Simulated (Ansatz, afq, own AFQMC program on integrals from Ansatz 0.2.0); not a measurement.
## SiH2O, singlet: AFQMC among the cluster methods

```yaml
atoms:
  - { symbol: Si, position_ang: [0.0000, 0.0000, 0.4897] }
  - { symbol: O, position_ang: [0.0000, 0.0000, -1.0261] }
  - { symbol: H, position_ang: [0.0000, 1.2309, 1.3214] }
  - { symbol: H, position_ang: [0.0000, -1.2309, 1.3214] }
```

Connectivity, by distances: SiH2–O.

Basis cc-pVDZ. Noble-gas cores (and the filled d shells of Ga–Kr and In–Xe) are frozen. Ansatz 0.2.0 and our own AFQMC program on the same integrals; the CISD trial comes from CCSD amplitudes, and released means the phaseless constraint is let go. Free AFQMC starts from the CCSD state and is never constrained. Its projection time is finite, and what remains of the start isn't in its error. Uncertainties: one standard error, sampling alone.

Determinant: RHF, the one that the program's search chose, which needn't be the lowest solution. The geometry is a point of a scan.

No full CI on the walks' own integrals is used here; CCSDT(Q) serves as the reference and is uncertain by about the last step of the cluster series.

Cautions: higher spins were not checked; raised T1 diagnostic (T1 0.025, weight of the determinant 0.88, largest double 0.09).

```
T1 diagnostic                               : 0.0252
weight of the determinant in the CISD state : 0.878
size of the correlated space                : 12 electrons in 36 orbitals
```

Reference: CCSDT(Q), correlation energy -8.607 eV. The released energy is read at 2.40 1/Eh (meV from the phaseless value at times in 1/Eh: 7 ± 21 at 0.24, -16 ± 18 at 0.51, -25 ± 18 at 0.99, -17 ± 34 at 1.62, -22 ± 29 at 2.40).

```csv
level,E − E(reference) (kcal/mol),share of correlation (%)
HF,198.49,0.00
MP2,16.33,91.77
CCSD,7.41,96.27
CCSD(T),1.30,99.34
CCSDT,0.82,99.59
ph-AFQMC/CISD,0.34 ± 0.60,99.83
released AFQMC,-0.18 ± 0.66,100.09
free AFQMC,-0.05 ± 0.69,100.03
```

Free projections are given only where their last times agree within the noise and don't stop above the reference; a slow remainder of the start can still hide under it. A walk keeps the symmetry of its determinant, which the program's search chose and which needn't be the lowest solution, so a lower state of the same spin and another symmetry isn't excluded. Released energies are given only where the last usable release times agree within the noise; a slower fall can still hide under it.
